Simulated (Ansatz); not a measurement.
Z-matrix (Å, degrees):
```
C
O 1 1.2262
H 1 1.1060 2 120.21
C 1 1.4203 3 116.76 2 180.00
H 4 1.0833 1 121.14 3 0.00
H 4 1.0835 5 119.64 1 180.00
```
Charge 0, spin multiplicity 2.

Level of theory: frozen-core CCSD(T)/cc-pVTZ // PBE0-D3(BJ)/def2-TZVP in Ansatz (an electronic-structure program).

```
Property                        Value
----------------------  -------------
HF energy               -152.35764 Ha
MP2 correlation energy    -0.51037 Ha
```

Q: Estimate the CCSD correlation energy, the (T) correction, the total energy and the T1 diagnostic.

A: 
The CCSD correlation energy comes out as -0.54454 Ha, the (T) correction comes out as -0.02215 Ha and the CCSD(T) total energy comes out as -152.92433 Ha. The T1 diagnostic comes out as 0.031.
